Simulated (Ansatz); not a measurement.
Strength of the S–Mg bond: Mg(SH)2 → MgSH + HS

Species: Mg(SH)2, singlet; MgSH `[Mg][SH]`, doublet; HS, doublet. 

Shapes, held fixed at every level: PBE0-D4/def2-TZVP. Programs: Ansatz 0.2.0. The zero-point and thermal change to 298 K, harmonic and unscaled (PBE0-D4/def2-TZVP), is -6.3 kJ/mol.

```
              level                    kind  ΔH(298 K) (kJ/mol)  less CCSD(T)/def2-TZVPP
        HF/def2-SVP            Hartree–Fock              +241.7                    -95.0
BHLYP-D4/def2-TZVPP           global hybrid              +325.5                    -11.2
 wB97M-V/def2-TZVPP  range-separated hybrid              +356.4                    +19.7
 wB97X-V/def2-TZVPP  range-separated hybrid              +352.3                    +15.6
       MP2/def2-SVP     perturbation theory              +335.3                     -1.4
     MP2/def2-TZVPP     perturbation theory              +347.3                    +10.6
      CCSD/def2-SVP   coupled cluster or CI              +322.3                    -14.4
 CCSD(T)/def2-TZVPP   coupled cluster or CI              +336.7                      0.0
```

The highest level, CCSD(T)/def2-TZVPP, gives ΔH(298 K) = +336.7 kJ/mol; the levels span +241.7 to +356.4. The column of differences is taken from that level and isn't an error. Hartree–Fock misses the correlation of the pair that is broken and comes out low. No measured value is set beside it here. Open shells run unrestricted unless RO is named. Correlated rows may include outer-core shells of Mg, which these sets cover unevenly.
